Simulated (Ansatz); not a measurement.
## Isomers

Structures of C₂H₄Si, singlet, relaxed at PBE0-D4/def2-TZVP (vibrations not checked; lower isomers may exist, and structures with a doubtful reference or unclear bonds are left out). Computed with Ansatz 0.2.0 (basis: def2-TZVPP); correlated methods freeze the cores. B3LYP uses VWN-RPA correlation.

Q: Rank them by CCSD(T) energy, lowest first, and give each one's height above the lowest. Links in brackets join atoms within 1.22 times the sum of their covalent radii (1.1 for two metals). (An estimate is asked for; the value comes from the calculation.)
A.
C₂H₄Si (C=[Si]=C)
```
7
angstrom
C -1.4745 -1.5907 -0.6311
Si -0.2614 -0.4801 -0.2598
C 0.9520 0.6305 0.1105
H -2.4658 -1.4994 -0.2067
H 1.0952 1.5226 -0.4853
H -1.2883 -2.4196 -1.3015
H 1.6144 0.4761 0.9523
```
B.
C₂H₄Si ([CH2][CH][SiH])
```
7
angstrom
C -0.2209 0.4754 -0.0861
C 0.7296 -0.4387 0.1502
Si 1.2764 -0.6580 1.9279
H 2.3011 -1.7593 1.6514
H -0.6138 0.6823 -1.0795
H -0.6465 1.0599 0.7277
H 1.1241 -0.9977 -0.6964
```
C.
C₂H₄Si (C#C[SiH3])
```
7
angstrom
C -0.5807 -1.8714 0.1722
C -0.2185 -0.7265 0.0624
Si 0.3298 1.0043 -0.1038
H -0.9010 -2.8835 0.2693
H -0.0945 1.5283 -1.4250
H -0.2817 1.8181 0.9749
H 1.8079 1.0629 0.0044
```
D.
C₂H₄Si (C1=C[SiH2]1)
```
7
angstrom
C -0.8566 -0.4346 -0.2693
C 0.2993 -0.2812 -0.9091
Si 0.3512 0.4511 0.7426
H -1.8147 -0.8873 -0.4930
H 0.6922 -0.5545 -1.8807
H 0.2688 1.9173 0.9455
H 1.0598 -0.2107 1.8640
```

A: Computed: C (0.000 eV), D (0.389 eV), B (0.662 eV), A (1.535 eV). Heights count from the lowest.

Q: Do PBE-D4, r2SCAN-D4, PBE0-D4, B3LYP-D4, wB97M-V, HF, MP2 give the same order? (A judgement: the text doesn't fix the answer.)

A: The calculation gives: All do.

No T1 diagnostic of these runs exceeds 0.017. The restricted Hartree–Fock reference is unstable towards an unrestricted one at one or more of these structures.

For scale, one of the runs: CCSD(T)/def2-TZVPP, 160 basis functions, launched by `ansatz run in.yaml --threads 2 --pin off --events-out ev --progress --plain --max-ram 4352MiB`. Time: 17 s of wall clock on 2 CPU threads of an Arm Neoverse V1; the host was shared. Peak host memory: 1.1 GiB.
